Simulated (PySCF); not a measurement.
Gas-phase reaction: B(OH)3 + 2 BF + 2 F2 → 3 BF2OH, at 500 K and a standard pressure of 1 bar. Level: CCSD(T)/def2-SVP†.

Computed with PySCF and rigid-rotor harmonic-oscillator thermochemistry at 1 bar. † marks an energy on the PBE0/def2-TZVP geometry and frequencies. CCSD(T) freezes the core. All species are closed-shell singlets. BF2OH: computed as isolated molecules; such fragments, hydroxides, amides, oligomers or adducts are transient or little studied in the gas. CCSD(T) isn't extrapolated to the basis-set limit; its ΔH°(298 K) is -2072.1 kJ in def2-SVP and -2047.7 kJ in def2-TZVPP. The harmonic model lacks anharmonicity and excited electronic states, which grow with temperature; levels with a mode under 35 cm⁻¹ are left out. Internal rotation in B(OH)3, BF2OH is treated as a harmonic vibration of one conformer, which makes the entropy rough.

```tsv
species	E (Ha)	H(500 K) − E (kJ/mol)	S°(500 K) (J/mol/K)
B(OH)3	-251.67421	160.8	313.9
BF	-124.27116	23.4	216.1
F2	-198.91418	21.7	218.2
BF2OH	-299.61444	91.0	306.4
```
E: electronic energy; H − E holds the zero-point and thermal terms. 1 Ha = 2625.5 kJ/mol.

Task: Work out ΔH°, ΔS°, ΔG° and log10 K from these numbers.

Result: 1. ΔE = 3×(-299.61444) − 1×(-251.67421) − 2×(-124.27116) − 2×(-198.91418) = -0.79843 Ha = -2096.3 kJ.
2. Δ(H − E) = 3×(91.0) − 1×(160.8) − 2×(23.4) − 2×(21.7) = 22.0 kJ, so ΔH° = -2074.3 kJ.
3. ΔS° = 3×(306.4) − 1×(313.9) − 2×(216.1) − 2×(218.2) = -263.3 J/K; the number of gas molecules changes by -2.
4. ΔG° = ΔH° − TΔS° = -2074.3 − 500×(-263.3)/1000 = -1942.7 kJ.
5. log10 K = −ΔG°/(RT ln 10) = 203.00, with RT ln 10 = 9.57 kJ/mol; at standard pressures the products are favoured.
6. A shift of 10 kJ in ΔE would move log10 K by 1.04 here.
For scale, ΔH°(298 K) is -2072 kJ at this level, -2059 kJ at ωB97M-V/def2-TZVP†, and runs from -2184 to -1898 kJ over the 20 levels computed.
